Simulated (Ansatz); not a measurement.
**C3H8S2: how energies converge with the basis set**

How large a basis does C3H8S2 need? Two functionals are run in growing sets.

Program: Ansatz 0.2.0, Gaussian basis. Level of theory: one geometry, several basis sets. These are calculated values, not measurements.

Levels to be run: PBE0-D4/def2-SVP; ωB97M-V/def2-SVP; PBE0-D4/def2-QZVPP; ωB97M-V/def2-QZVPP; the functionals' def2-TZVPP values are taken from earlier runs.

## (1) The relaxed structure

The geometry comes from an earlier relaxation with PBE0-D4 in a triple-zeta def2 set; it is a stationary point, not always the lowest conformer.

13 atoms, charge 0, spin multiplicity 1.

Atoms are counted from 1 here; the program's logs count them from 0.

Bond lengths: S1–C2 1.815 Å, S1–H6 1.343 Å, C2–C3 1.520 Å, C2–H7 1.094 Å, C2–H8 1.091 Å, C3–C4 1.516 Å, C3–H9 1.095 Å, C3–H10 1.095 Å, C4–S5 1.810 Å, C4–H11 1.090 Å, C4–H12 1.094 Å, S5–H13 1.343 Å. Angles: C2–S1–H6 96.6°, S1–C2–C3 115.0°, S1–C2–H7 104.3°, S1–C2–H8 108.8°, C3–C2–H7 110.6°, C3–C2–H8 110.8°, H7–C2–H8 106.8°, C2–C3–C4 113.3°, C2–C3–H9 109.4°, C2–C3–H10 108.8°, C4–C3–H9 109.6°, C4–C3–H10 109.2°, H9–C3–H10 106.3°, C3–C4–S5 113.9°, C3–C4–H11 111.0°, C3–C4–H12 110.3°, S5–C4–H11 109.7°, S5–C4–H12 104.4° and more.

## (2) PBE0-D4 in def2-SVP

File in.yaml:

```yaml
crystal:
  periodic: [false, false, false]
  atoms:
    - {symbol: S, position_ang: [-2.240265, -0.357738, 0.793024]}
    - {symbol: C, position_ang: [-0.504818, -0.788905, 1.101507]}
    - {symbol: C, position_ang: [0.510517, 0.062455, 0.356201]}
    - {symbol: C, position_ang: [0.430698, -0.090689, -1.150212]}
    - {symbol: S, position_ang: [1.650575, 0.894537, -2.053999]}
    - {symbol: H, position_ang: [-2.202044, 0.856345, 1.365610]}
    - {symbol: H, position_ang: [-0.427599, -1.836203, 0.795625]}
    - {symbol: H, position_ang: [-0.320630, -0.759024, 2.176394]}
    - {symbol: H, position_ang: [0.371546, 1.114566, 0.626267]}
    - {symbol: H, position_ang: [1.516107, -0.211283, 0.692548]}
    - {symbol: H, position_ang: [-0.570585, 0.140955, -1.514786]}
    - {symbol: H, position_ang: [0.646141, -1.123495, -1.439064]}
    - {symbol: H, position_ang: [1.140338, 2.098491, -1.749126]}
basis:
  gaussian: {orbitals: def2-SVP}
hamiltonian: {xc: pbe0, dispersion: d4}
output: {orbitals: {seedname: orbitals}}
```

Launch:

```sh
$ ansatz run in.yaml --threads 4 --pin off --events-out ev --progress --plain --max-ram 10444MiB
```

Further steps of the session: ωB97M-V in def2-SVP; PBE0-D4 in def2-QZVPP; ωB97M-V in def2-QZVPP.

**Question.** What will the summary of the whole plan be? Wanted: PBE0-D4: double and triple zeta above quadruple; ωB97M-V: double and triple zeta above quadruple.

As calculated:

| quantity | value |
| --- | --- |
| PBE0-D4: double and triple zeta above quadruple | 11.94, 0.85 eV |
| ωB97M-V: double and triple zeta above quadruple | 12.09, 0.82 eV |

What this shows: For PBE0-D4 the step from double to triple zeta gains 11.08 eV and the next only 0.85 eV. These are total energies; as a rule much of such shifts cancels in differences, which this series doesn't test. The LUMO of ωB97M-V is positive and keeps falling with the basis (2.70 to 1.51 eV): an unbound level that the basis holds in place.
